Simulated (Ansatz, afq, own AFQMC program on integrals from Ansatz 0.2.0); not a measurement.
**Where AFQMC and coupled cluster stand for CH₂N, quartet**

| atom | x (Å) | y (Å) | z (Å) |
| --- | --- | --- | --- |
| N | -0.1194 | 0.0000 | 2.0456 |
| C | 0.1585 | 0.0000 | -1.9718 |
| H | -0.1153 | -0.9302 | -2.4648 |
| H | -0.1153 | 0.9302 | -2.4648 |

Connectivity, by distances: N ··· CH2.

Basis cc-pVDZ. Noble-gas cores (and the filled d shells of Ga–Kr and In–Xe) are frozen. AFQMC by an in-house program on the Cholesky factors that Ansatz 0.2.0 writes for its CCSD(T) run. ph-AFQMC/CISD is guided by a CISD state made of CCSD amplitudes; releasing the constraint for a short imaginary time cuts its bias at the price of noise, slowly where states lie close. Uncertainties: one standard error, sampling alone.

Determinant: ROHF, the one that the program's search chose, which needn't be the lowest solution. The geometry is a point of a scan.

No full CI on the walks' own integrals is used here; CCSDT(Q) serves as the reference and is uncertain by about the last step of the cluster series.

Cautions: lower spins were not checked; higher spins were not checked; a spin-contaminated unrestricted determinant lies lower (UHF 812 meV lower, ⟨S²⟩ 4.58); CCSDT(Q) on the UHF determinant differs (626 meV lower), perhaps since the unrestricted series falls towards higher spin.

```
T1 diagnostic                               : 0.0097
weight of the determinant in the CISD state : 0.892
size of the correlated space                : 11 electrons in 36 orbitals
```

```json
{"level": "MP2", "correlation energy (eV)": "-4.9526"}
{"level": "CCSD", "correlation energy (eV)": "-6.1502"}
{"level": "CCSD(T)", "correlation energy (eV)": "-6.2489"}
```

(1) Estimate where AFQMC with the constraint released lies against CCSD(T) on the same integrals.

(1) 92.5 ± 28.7 meV below CCSD(T).

Reference: CCSDT(Q), correlation energy -6.282 eV. The released energy is read at 1.62 1/Eh, later times being too noisy (meV from the phaseless value at times in 1/Eh: 5 ± 19 at 0.24, -1 ± 16 at 0.51, 25 ± 20 at 0.99, -21 ± 29 at 1.62, 11 ± 29 at 2.40).

| level | E − E(reference) (meV) | share of correlation (%) |
| --- | --- | --- |
| CCSD(T) | 33.6 | 99.47 |
| CCSDT | 5.8 | 99.91 |
| ph-AFQMC/CISD | -38.2 ± 14.6 | 100.61 |
| released AFQMC | -59.0 ± 28.7 | 100.94 |

A walk keeps the symmetry of its determinant, which the program's search chose and which needn't be the lowest solution, so a lower state of the same spin and another symmetry isn't excluded. Released energies are given only where the last usable release times agree within the noise; a slower fall can still hide under it.
